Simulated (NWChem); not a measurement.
System: BCl3; SMILES ClB(Cl)Cl

Input file for NWChem:

```
start job
memory heap 200 mb stack 900 mb global 1100 mb
geometry units angstroms noautoz
  B      0.000000     0.000000     0.000000
  Cl     0.881255     1.514425     0.000000
  Cl     0.870903    -1.520402     0.000000
  Cl    -1.752158     0.005977     0.000000
end
basis spherical
  B library def2-svp
  Cl library def2-svp
end
dft
  xc mn15
  grid xcoarse
  iterations 150
  mulliken
end
task dft gradient
```

Parts of the log:

```
             Northwest Computational Chemistry Package (NWChem) 7.3.0
             --------------------------------------------------------

 C3H symmetry detected

                             Geometry "geometry" -> ""
                             -------------------------

 Output coordinates in angstroms (scale by  1.889725989 to convert to a.u.)

  No.       Tag          Charge          X              Y              Z
 ---- ---------------- ---------- -------------- -------------- --------------
    1 B                    5.0000    -0.00000000     0.00000000     0.00000000
    2 Cl                  17.0000     1.48366238     0.93211568     0.00000000
    3 Cl                  17.0000     0.06540466    -1.75094715     0.00000000
    4 Cl                  17.0000    -1.54906705     0.81883148     0.00000000

 Effective nuclear repulsion energy (a.u.)     228.1896010159

      Symmetry information
      --------------------

 Group name             C3h
 Group number             22
 Group order               6
 No. of unique centers     2

                                 NWChem DFT Module
                                 -----------------

 Summary of "ao basis" -> "ao basis" (spherical)
 ------------------------------------------------------------------------------
       Tag                 Description            Shells   Functions and Types
 ---------------- ------------------------------  ------  ---------------------
 B                          def2-svp                 6       14   3s2p1d
 Cl                         def2-svp                 8       18   4s3p1d

      Symmetry analysis of basis
      --------------------------

        a'         17
        e'+        16
        e'-        16
        a"          7
        e"+         6
        e"-         6

  Rotation of axis

            General Information
            -------------------
          SCF calculation type: DFT
          Wavefunction type:  closed shell.
          No. of atoms     :     4
          No. of electrons :    56
           Alpha electrons :    28
            Beta electrons :    28
          Charge           :     0
          Spin multiplicity:     1
          Use of symmetry is: on ; symmetry adaption is: on
          Maximum number of iterations: 150
          AO basis - number of functions:    68
                     number of shells:    30
          Convergence on energy requested:  1.00D-06
          Convergence on density requested:  1.00D-05
          Convergence on gradient requested:  5.00D-04

              XC Information
              --------------
                         MN15 Method XC Functional
                     Hartree-Fock (Exact) Exchange  0.440
                          MN15 Exchange Functional  1.000
                        MN15 Correlation Potential  1.000

             Grid Information
             ----------------
          Grid used for XC integration:  xcoarse
          Radial quadrature: Mura-Knowles
          Angular quadrature: Lebedev.
          Tag              B.-S. Rad. Rad. Pts. Rad. Cut. Ang. Pts.
          ---              ---------- --------- --------- ---------
          B                   0.85       21           6.0       194
          Cl                  1.00       42           8.0       194
          Grid pruning is: on
          Number of quadrature shells:    63
          Spatial weights used:  Erf1

      Superposition of Atomic Density Guess
      -------------------------------------

 Sum of atomic energies:       -1402.47455226

      Non-variational initial energy
      ------------------------------

 Total energy =   -1403.527897
 1-e energy   =   -2392.280620
 2-e energy   =     760.563122
 HOMO         =      -0.398369
 LUMO         =       0.057019

      Symmetry analysis of molecular orbitals - initial
      -------------------------------------------------

  Numbering of irreducible representations:

     1 a'          2 e'+         3 e'-         4 a"          5 e"+
     6 e"-

  Orbital symmetries:

     1 e'+         2 e'+         3 a'          4 a'          5 e'+
     6 e'+         7 a'          8 e'+         9 e'+        10 a"
    11 e'+        12 e'+        13 a'         14 e"+        15 e"+
    16 a'         17 a'         18 e'+        19 e'+        20 a'
    21 e'+        22 e'+        23 a"         24 e"+        25 e"+
    26 e'+        27 e'+        28 a'         29 a"         30 a'
    31 a'         32 e'+        33 e'+        34 e'+        35 e'+
    36 a"         37 a'         38 e'+

     ---------------------------------------------
      Total Density - Mulliken Population Analysis
     ---------------------------------------------

    Atom       Charge   Shell Charges
 -----------   ------   -------------------------------------------------------
    1 B    5     4.24   1.99  0.78  0.09  0.95  0.30  0.12
    2 Cl  17    17.25   2.00  1.99  1.22  0.70  5.94  2.16  3.23  0.01
    3 Cl  17    17.25   2.00  1.99  1.22  0.70  5.94  2.16  3.23  0.01
    4 Cl  17    17.25   2.00  1.99  1.22  0.70  5.94  2.16  3.23  0.01

[...]

                         DFT ENERGY GRADIENTS

    atom               coordinates                        gradient
                 x          y          z           x          y          z
   1 B      -0.000000   0.000000   0.000000    0.000000   0.000000   0.000000
   2 Cl      2.803715   1.761443   0.000000    0.007801   0.005326   0.000000
   3 Cl      0.123597  -3.308810   0.000000    0.000712  -0.009419   0.000000
   4 Cl     -2.927312   1.547367   0.000000   -0.008513   0.004093   0.000000
```

Level: MN15/def2-SVP. Coordinates come from a B3LYP/6-31G* (spherical d) optimisation.
